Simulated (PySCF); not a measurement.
A made-up structure of Al₂H₃Cl, singlet:

Al1  (-1.034, 0.380, -1.048)
Al2  (0.967, -0.550, 0.854)
Cl3  (1.581, 0.938, 2.591)
H4  (-1.572, -0.658, -2.396)
H5  (-1.760, 2.000, -0.903)
H6  (1.818, -2.111, 0.903)
(Å)

It is relaxed with PBE-D4/def2-SVP and then PBE0-D4/def2-TZVP (PySCF 2.14 with density fitting (its default auxiliary sets; JK sets also for MP2 and CCSD(T))). Atoms count as bonded within 1.22 times the sum of their covalent radii (H–H: 0.88 Å). The end point is not checked to be a true minimum.

**Question.** Does its bonding change? (Judge from chemistry; the calculation decides.)

**Answer.** By the calculation: No: no bond forms or breaks.

Where it ends: The first stage lowers the energy by 0.95 eV in 12 steps. It ends as Al₂H₃Cl ([AlH2][AlH][Cl]):
```tsv
atom	x (Å)	y (Å)	z (Å)
Al1	-0.9252	0.3411	-0.9382
Al2	0.8621	-0.4969	0.7574
Cl3	1.4077	0.8312	2.3099
H4	-1.4106	-0.5766	-2.1454
H5	-1.5687	1.7884	-0.8019
H6	1.6230	-1.8900	0.8022
```

Labels in which every atom is bracketed show which atoms are joined, not bond orders.

For scale, one of the runs: PBE0-D4/def2-TZVP relaxation, 129 basis functions, launched by `OMP_NUM_THREADS=2 python run.py`. Time: 12 s of wall clock on 2 CPU threads of an AMD EPYC 9R45; the host was shared. Peak host memory: 1.2 GiB.
